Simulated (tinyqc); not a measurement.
Worked calculation: Hueckel theory of the pi electrons with the omega technique, for the molecule C=C1C=C1 (SMILES; centres numbered as the heavy atoms are written). Computed by tinyqc, a small Python program that keeps every step. Settings: charge = 0, omega = 1.4, damping = 0. Command: `OMP_NUM_THREADS=1 python tinyqc.py 26522 26523 out.jsonl` (the two numbers bound the seeds that draw the settings). One thread of a shared host (Intel(R) Xeon(R) Processor @ 2.60GHz), about 0.01 s of CPU time with the checks.

Centres:
```
centre  z_r, pi electrons of the neutral centre         h
1C                                            1  0.000000
2C                                            1  0.000000
3C                                            1  0.000000
4C                                            1  0.000000
```

Bonds:
```
i  j  k
1  2  1
2  3  1
3  4  1
4  2  1
```

Each round sets h_r = h_r(0) + omega (z_r - P_rr), keeping the share named as damping of the old diagonal; repeat until output and input diagonals agree to 1e-6.

Rounds:
```
round   sum n x  largest |h(out) - h(in)|
1      4.962389                  6.83e-01
2      4.704691                  6.40e-01
3      4.931154                  6.73e-01
4      4.731227                  7.51e-01
5      4.989312                  8.14e-01
6      4.747590                  8.99e-01
7      5.058338                  9.58e-01
8      4.768211                  1.04e+00
9      5.126693                  1.08e+00
10     4.789693                  1.15e+00
11     5.185465                  1.18e+00
12     4.808278                  1.23e+00
13     5.230008                  1.25e+00
14     4.822207                  1.28e+00
15     5.260576                  1.30e+00
16     4.831635                  1.32e+00
17     5.280135                  1.33e+00
18     4.837601                  1.34e+00
19     5.292090                  1.35e+00
20     4.841220                  1.35e+00
21     5.299195                  1.36e+00
22     4.843360                  1.36e+00
23     5.303345                  1.36e+00
24     4.844607                  1.36e+00
25     5.305746                  1.37e+00
26     4.845326                  1.37e+00
27     5.307127                  1.37e+00
28     4.845740                  1.37e+00
29     5.307918                  1.37e+00
30     4.845977                  1.37e+00
31     5.308371                  1.37e+00
32     4.846113                  1.37e+00
33     5.308630                  1.37e+00
34     4.846190                  1.37e+00
35     5.308778                  1.37e+00
36     4.846234                  1.37e+00
37     5.308862                  1.37e+00
38     4.846260                  1.37e+00
39     5.308910                  1.37e+00
40     4.846274                  1.37e+00
```

Can the last value be used, and what does the course show?

Not by the stop rule. Not converged within 40 rounds: the residual has stopped falling: the iteration swings between two states. Reruns: damping 0.5: converged in 15; damping 0.8: not converged.
